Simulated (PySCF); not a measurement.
Molecular orbitals of NaC⁺

r²SCAN0 at R = 2.738 Å; Na aug-cc-pVDZ, C aug-cc-pVDZ; no relativity (PySCF 2.14). State: ³Π (triplet), unpaired electrons σ ↑, π ↑. Only the outer orbitals are listed, counted within each symmetry.

```
spin  orbital  occ.  ε (eV)  on Na (%)  main shells (%)
   α       1π     1  -39.94        100         100 Na p
   α       1π     1  -39.94        100         100 Na p
   α       4σ     1  -39.92        100         100 Na p
   α       5σ     1  -22.53          1           98 C s
   α       6σ     1  -13.56          2           98 C p
   α       2π     1  -13.25          1           99 C p
   α       2π     0   -8.87          2           98 C p
   α       7σ     0   -5.34         96          95 Na s
   α       3π     0   -3.24        100         100 Na p
   β       1π     1  -39.94        100         100 Na p
   β       1π     1  -39.93        100         100 Na p
   β       4σ     1  -39.90        100         100 Na p
   β       5σ     1  -18.65          2           98 C s
   β       2π     0   -8.02          2           98 C p
   β       6σ     0   -6.86         23  75 C p, 21 Na s
   β       2π     0   -6.17          5           95 C p
```

Problem. Which are the highest filled and the lowest empty level, where do they sit, and how wide is the gap?

Solution. Highest filled α 2π at -13.25 eV (in %: 99 C p); lowest empty α 2π at -8.87 eV (in %: 98 C p); the gap at r²SCAN0 is 4.38 eV. Both belong to one degenerate shell, split only by its one-sided filling, so this is no excitation gap.

| Item | Value |
| --- | --- |
| bond order (Mayer) | 0.10 |
| ⟨S²⟩ | 2.006 |
| charge on Na (Mulliken, basis-dependent) | 0.94 |
| charge on Na (Löwdin, basis-dependent) | 0.82 |
| dipole moment (positive dipole points towards C; it is taken about the centre of mass and depends on that origin) | -3.38 D |

The state was picked by a PBE0 search and need not be the measured ground state.
